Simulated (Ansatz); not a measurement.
in.yaml

```yaml
crystal:
  periodic: [false, false, false]
  atoms:
    - {symbol: F, position_ang: [0.000000, -0.771205, 1.406859]}
    - {symbol: P, position_ang: [0.000000, 0.637627, 0.634340]}
    - {symbol: P, position_ang: [0.000000, -0.164593, -1.497266]}
basis:
  gaussian: {orbitals: cc-pVDZ}
magnetization: {spin_polarized: false, initial_magnetization: 5}
correlation: {method: sc_nevpt2, electrons: outside_noble_gas, active_space: {window: {electrons: 15, orbitals: 11}, shells: [{species: F, l: p, shell: 2}, {species: P, l: s, shell: 3}, {species: P, l: p, shell: 3}]}}
```

```sh
$ ansatz run in.yaml --threads 1 --pin off --events-out ev --progress --plain --max-ram 2393MiB
```

Roughly how long does this take on 1 thread of Intel Xeon, shared host, and how much host memory?

14 s wall and 0.15 GiB.

```
914 factors; integrals over basis functions are off by at most 1.5e-7 eV
mean field evaluation 1: about -21242.3964 eV, gradient 2.3e1 eV
mean field evaluation 2: about -21242.4623 eV, gradient 2.3e1 eV
mean field evaluation 4: about -21244.3775 eV, gradient 2.8e0 eV
mean field evaluation 8: about -21244.6168 eV, gradient 1.2e0 eV
mean field evaluation 16: about -21244.7865 eV, gradient 4.9e-2 eV
mean field evaluation 32: about -21244.7432 eV, gradient 1.9e0 eV
mean field -21244.78652235 eV, -780.7315044627 hartree, gradient 8.7e-6 eV, S^2 8.750000; 3 other end points of the search recorded, 0 dependent functions left out
reference -21244.78652235 eV, -780.7315044627 hartree; 22, 17 occupied and 28, 33 virtual orbitals, 914 factors
state -21245.66163297 eV, -780.7636641849 hartree
state -21245.66163297 eV, -780.7636641849 hartree; corrected -21253.75850869 eV, -781.0612188796 hartree
Total energy: -21253.75850869 eV, -781.0612188796 hartree
Checks for a lower state left out: starts, orbital_swaps
```

For the same geometry and basis UCCSDT(Q) lies 1622.2 meV lower.
